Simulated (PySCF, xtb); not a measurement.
Bonds broken one at a time in the series silaethenyl-X. Isolated molecules, 0 K electronic values unless said otherwise. One relaxed conformer stands for each flexible species; it need not be the lowest. Strings in code marks are SMILES.

Quantity: homolytic bond dissociation enthalpy at 298 K (no spin–orbit term), in kcal/mol. Enthalpy corrections at 298 K come from GFN2-xTB frequencies (xtb).

Level 1: PBE-D3(BJ)/def2-TZVP // PBE0-D3(BJ)/def2-TZVP (PySCF)
Level 2: M06-2X/6-31G* // PBE0-D3(BJ)/def2-TZVP (PySCF)
Level 3: PBE/6-31G* // PBE0-D3(BJ)/def2-TZVP (PySCF)
Level 4: SVWN5/6-31G* // PBE0-D3(BJ)/def2-TZVP (PySCF)

```tsv
species	level 2	level 3	level 4
Si–N bond of `C=[SiH]N` (C–Si–N–H torsion 0°), giving `C=[SiH]` and `[NH2]`	102.1	98.1	117.8
Si–C bond of `C=[SiH]C=O` (C–Si–C–O torsion 0°), giving `C=[SiH]` and `[CH]=O`	69.7	69.4	81.4
Si–C bond of `C=[SiH]C#N`, giving `C=[SiH]` and `[C]#N`	120.7	115.8	129.5
```

Problem. What does level 1 give for each?

Solution. 
- Si–N bond of `C=[SiH]N` (C–Si–N–H torsion 0°), giving `C=[SiH]` and `[NH2]`: 103.1
- Si–C bond of `C=[SiH]C=O` (C–Si–C–O torsion 0°), giving `C=[SiH]` and `[CH]=O`: 68.8
- Si–C bond of `C=[SiH]C#N`, giving `C=[SiH]` and `[C]#N`: 117.6
